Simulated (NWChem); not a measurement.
A series in which one site is exchanged, each optimised at PBE0/def2-SVP with NWChem, gas phase unless a solvent is named. Some are not confirmed as minima by frequencies. def2 effective core potentials on Y, Sb; no spin-orbit coupling.

A: [F][Sb]([F])[F] (SbF₃; site = Sb)
B: [F][Y]([F])[F] (YF$_{3}$; site = Y)
C: FB(F)F (BF$_{3}$; site = B)
D: F[As](F)F (AsF$_{3}$; site = As)

```csv
quantity,A,B,C,D
"dipole (D), PBE0/def2-SVP",3.93,0.01,0.01,2.52
"vertical ionisation energy, ΔSCF, PBE/def2-SVP (eV)",11.65,(withheld),14.27,12.05
"static polarisability, B3LYP/def2-SVPD (bohr³)",37.2,(withheld),16.0,29.8
```

Task: What belongs in the gaps?

Result: 
- vertical ionisation energy, ΔSCF, PBE/def2-SVP (eV), B: 11.90
- static polarisability, B3LYP/def2-SVPD (bohr³), B: 30.7
